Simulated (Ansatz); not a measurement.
**SbH⁻, quartet in def2-SVPD: errors against full CI**

Geometry: that of the SbH⁻, doublet, kept fixed. The doublet lies 2.1 eV lower here.

```yaml
atoms:
  - { symbol: Sb, position_ang: [0.0000, 0.0000, 0.0000] }
  - { symbol: H, position_ang: [0.0000, 0.0000, 1.7338] }
```

Basis def2-SVPD with its core potentials; Ansatz 0.2.0. Only valence electrons are correlated (noble-gas cores and the filled d shells of p-block atoms frozen), which leaves 7 electrons in 31 orbitals. Prefix R: restricted or restricted open-shell reference; prefix U: unrestricted. Active spaces: valence = (7e, 5o) chosen from the atoms' valence shells. No spin–orbit coupling is included; scalar relativity enters through the core potentials alone. This anion state lies near or above the neutral species, so the extra electron is weakly bound or unbound and the energies hang on the diffuse functions.

Full CI is exact within this basis and frozen core; it isn't the basis-set limit. The frozen core follows each run's orbitals, which can shift R against U totals by a few meV for light atoms and by up to 0.1 eV past Ca.

For open shells CISD and CISDTQ are restricted-active-space CI with the open shells as a complete middle space.

- UHF ⟨S²⟩: 3.770
- T1 diagnostic (RCCSD): 0.0201
- largest doubles amplitude (RCCSD): 0.054

```csv
level,E − E(full CI) (mEh),share of correlation (%),wall time
RHF,108.60,0.00,–
RMP2,22.02,79.73,–
CISD,7.03,93.53,2.3 s
RCCSD,3.58,96.70,–
RCCSD(T),0.76,99.30,3.8 s
BCCD(T),0.76,99.30,3.4 s
RCCSDT,0.15,99.87,–
CISDTQ,0.11,99.90,9 s (H100)
RCCSDT(Q),0.01,99.99,6.5 s
RCCSDTQ,-0.01,100.01,9 s (H100)
CASSCF (valence space),108.60,0.00,–
NEVPT2 (valence space),30.85,71.59,1.3 s
MRCISD (valence space),7.90,92.73,–
MRCISD+Q (valence space),-0.37,100.34,1.7 s
```

The correlation energy at full CI, counted from RHF, is -2.955 eV. That run took 20 s on 2 threads of AMD EPYC 7R13 with a shared H100 80 GB, shared host over 19,779,697 determinants.

Run but not shown, since their state or frozen core can't be matched to the reference's or they repeat it: UHF, UMP2, UCCSD, UCCSD(T), UCCSDT, UCCSDT(Q), UCCSDTQ.

Times hold each run's SCF and search for its determinant on a shared host, so for small cases they say little of a method's own cost; rows without a card ran on 1 thread of AMD EPYC 7R13.

More than 5 meV below full CI, which no variational method can be: MRCISD+Q (valence space).

The full-CI state has the irrep A2 of C2v, in the program's axes (one component, if the state is degenerate).

Natural occupations of full CI about the gap: 1.957 1.925 0.990 0.990 0.982 0.043 0.017 0.014 0.014 0.012; effectively unpaired electrons, Σ n²(2−n)², 3.04.
